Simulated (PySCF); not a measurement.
Ligands exchanged one at a time, Si F-H. Isolated molecules, 0 K electronic values unless said otherwise. Strings in code marks are SMILES. All members: neutral, multiplicity 1. Level: TPSSh-D3(BJ)/def2-TZVP // PBE0-D3(BJ)/def2-TZVP (PySCF), beside PBE-D3(BJ)/def2-TZVP // PBE0-D3(BJ)/def2-TZVP (PySCF) at the same geometries. 

```json
[
 {"species": "`F[SiH3]`", "HOMO–LUMO gap, PBE (eV)": "7.29", "HOMO–LUMO gap, TPSSh-D3(BJ) (eV)": "8.70"},
 {"species": "`F[SiH2]F`", "HOMO–LUMO gap, PBE (eV)": "7.80", "HOMO–LUMO gap, TPSSh-D3(BJ) (eV)": "9.23"},
 {"species": "`[SiH4]`", "HOMO–LUMO gap, PBE (eV)": "8.74", "HOMO–LUMO gap, TPSSh-D3(BJ) (eV)": "10.07"},
 {"species": "`F[SiH](F)F`", "HOMO–LUMO gap, PBE (eV)": "9.70", "HOMO–LUMO gap, TPSSh-D3(BJ) (eV)": "withheld"},
 {"species": "`F[Si](F)(F)F`", "HOMO–LUMO gap, PBE (eV)": "10.06", "HOMO–LUMO gap, TPSSh-D3(BJ) (eV)": "11.72"}
]
```

Task: Fit y = a + b·x, y being the HOMO–LUMO gap at the first level, to the 4 complete rows by least squares, with x = the PBE value in eV. Give a, b and the rms residual, and predict the withheld value.

Result: Means of the 4 rows: x̄ = 8.4725, ȳ = 9.93 eV. Σ(x − x̄)² = 4.4423 and Σ(x − x̄)(y − ȳ) = 4.8043, so b = 1.081 and a = ȳ − b·x̄ = 0.771 eV. The rms residual is 0.088 eV. At x = 9.7 the line gives 11.26 eV. The run for `F[SiH](F)F` gave 11.16 eV, so the line is off by 0.10 eV, within twice the rms residual.

Codes: PySCF.
